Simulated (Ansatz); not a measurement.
A nudged elastic band was laid between two geometries of AlH$_{6}$NO (9 atoms, charge 0, multiplicity 1).

The calculation used RKS revPBE/def2-SVP (Ansatz).

| Item | Value |
| --- | --- |
| movable images | 7 |
| climbing image | yes |
| spring | 5.0 eV/Å² |
| optimiser | quadratic models (default) |
| start path | through a guess of the saddle point |
| force threshold | 0.05 eV/Å |
| iteration limit | 60 |
| end points | relaxed |

First end point:

```xyz
9
Properties=species:S:1:pos:R:3
Al -0.081 0.155 0.275
O -0.490 -0.278 1.943
H -0.739 -1.180 2.197
H 1.402 -0.218 -0.258
H -1.290 0.243 -0.798
N 0.152 2.149 0.862
H 1.089 2.546 0.708
H -0.536 2.801 0.461
H -0.011 2.107 1.881
```

Last end point:

```xyz
9
Properties=species:S:1:pos:R:3
Al 0.100 0.395 0.022
O -0.169 -0.068 1.993
H -1.068 -0.356 2.244
H 1.506 -0.236 -0.417
H -1.304 0.008 -0.669
N 0.148 2.138 0.757
H 1.031 2.663 0.777
H -0.593 2.810 0.524
H -0.154 0.970 2.038
```

(1) What changes between the two ends?

(2) What energy profile does the band end with?

(3) What is the geometry of the highest image?

Answers

(1) Bonds broken: N6–H9. Bonds formed: O2–H9.

(2) It converged. The highest image is number 7 of 0 to 8, 73.0 kJ/mol above the first end and 0.6 kJ/mol above the last; the last end lies 72.4 kJ/mol above the first. The top lies less than 8 meV above the higher end, about what the thresholds resolve: that end is a shoulder or a very shallow well. A vibrational analysis at the climbing image gives one clearly imaginary mode, 362i cm⁻¹: a first-order saddle point. The orbitals stay closed-shell, which can raise the energy where a bond breaks towards radicals; this wasn't checked here.

```json
{"image": "0", "path coordinate (Å)": "0.00", "energy (kJ/mol)": "0.0", "N6–H9 (Å)": "1.03", "O2–H9 (Å)": "2.43"}
{"image": "1", "path coordinate (Å)": "0.27", "energy (kJ/mol)": "0.5", "N6–H9 (Å)": "1.03", "O2–H9 (Å)": "2.40"}
{"image": "2", "path coordinate (Å)": "0.55", "energy (kJ/mol)": "2.1", "N6–H9 (Å)": "1.03", "O2–H9 (Å)": "2.34"}
{"image": "3", "path coordinate (Å)": "0.82", "energy (kJ/mol)": "5.3", "N6–H9 (Å)": "1.04", "O2–H9 (Å)": "2.18"}
{"image": "4", "path coordinate (Å)": "1.09", "energy (kJ/mol)": "11.5", "N6–H9 (Å)": "1.04", "O2–H9 (Å)": "1.95"}
{"image": "5", "path coordinate (Å)": "1.37", "energy (kJ/mol)": "26.1", "N6–H9 (Å)": "1.08", "O2–H9 (Å)": "1.66"}
{"image": "6", "path coordinate (Å)": "1.64", "energy (kJ/mol)": "59.1", "N6–H9 (Å)": "1.24", "O2–H9 (Å)": "1.36"}
{"image": "7", "path coordinate (Å)": "1.91", "energy (kJ/mol)": "73.0", "N6–H9 (Å)": "1.52", "O2–H9 (Å)": "1.11"}
{"image": "8", "path coordinate (Å)": "2.15", "energy (kJ/mol)": "72.4", "N6–H9 (Å)": "1.76", "O2–H9 (Å)": "1.04"}
```

(3) 
```xyz
9
Properties=species:S:1:pos:R:3:forces:R:3
Al 0.086 0.338 0.026 0.00 0.00 0.00
O -0.165 -0.039 1.962 0.00 0.00 0.00
H -1.041 -0.332 2.278 0.00 0.00 0.00
H 1.506 -0.237 -0.439 0.00 0.00 0.00
H -1.303 0.018 -0.721 0.00 0.00 0.00
N 0.136 2.101 0.809 0.00 0.00 0.00
H 1.017 2.627 0.858 0.00 0.00 0.00
H -0.609 2.776 0.596 0.00 0.00 0.00
H -0.129 1.073 1.901 0.00 -0.01 0.00
```

Time of the run: 3.4 min on 1 thread of Arm Neoverse V1 (shared host), peak memory 0.13 GiB.
